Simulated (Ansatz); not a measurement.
Mulliken charges of C2H2FN (`N#CCF`) from B3LYP/def2-TZVPP in Ansatz (PBE0-D4/def2-TZVP geometry).

```json
{"atom": "N1", "x (Å)": "-1.530", "y (Å)": "-1.438", "z (Å)": "0.378", "charge (e)": "0.024"}
{"atom": "C2", "x (Å)": "-0.705", "y (Å)": "-0.665", "z (Å)": "0.174", "charge (e)": "-0.226"}
{"atom": "C3", "x (Å)": "0.327", "y (Å)": "0.341", "z (Å)": "-0.065", "charge (e)": "0.186"}
{"atom": "F4", "x (Å)": "1.300", "y (Å)": "-0.150", "z (Å)": "-0.893", "charge (e)": "-0.209"}
{"atom": "H5", "x (Å)": "0.779", "y (Å)": "0.628", "z (Å)": "0.888", "charge (e)": "0.113"}
{"atom": "H6", "x (Å)": "-0.128", "y (Å)": "1.221", "z (Å)": "-0.528", "charge (e)": "0.113"}
```

**Question.** By hand: the dipole of these point charges (1 e Å = 4.8032 D).

**Answer.** Σ q r = (-0.015, 0.419, 0.185) e Å, of length 0.458 e Å = 2.20 D.

**Question.** How does the dipole of the full density compare? (Estimate.)

**Answer.** The calculation gave: (0.262, 0.615, 0.090) e Å, 3.24 D; the point charges give 0.68 times that, at 29° from its direction.

Point charges leave out the atoms' own dipoles, such as those of lone pairs, and Mulliken's split depends on the basis, so the two needn't agree.

B3LYP here is the variant with VWN-RPA as its local correlation; programs differ in this.
